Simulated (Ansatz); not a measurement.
Rutile TiO2, treated with r²SCAN in Ansatz (plane waves, PAW).

Settings: plane-wave cutoff 560 eV, 8×8×12 k mesh (along the axes of the cell as run), Fermi–Dirac smearing 0.01 eV, no spin polarisation, scalar-relativistic PAW data made under PBE.

Response to compression and expansion:

Shape and atoms are relaxed at each volume.

```
V (Å³/atom)  P (GPa)  direct gap at Γ (eV)  c (Å)  a (Å)
-----------  -------  --------------------  -----  -----
9.985          10.42                 2.273  2.930  4.522
10.193          4.90                 2.243  2.942  4.559
10.401          0.00                 2.220  2.954  4.597
10.609         -4.31                 2.204  2.964  4.634
10.817         -8.10                 2.197  2.973  4.672
```

The gap at Γ does not follow one straight line over these volumes.

Note: the bulk modulus comes from volumes at which shape and atoms were relaxed.

Ansatz is a first-principles code.
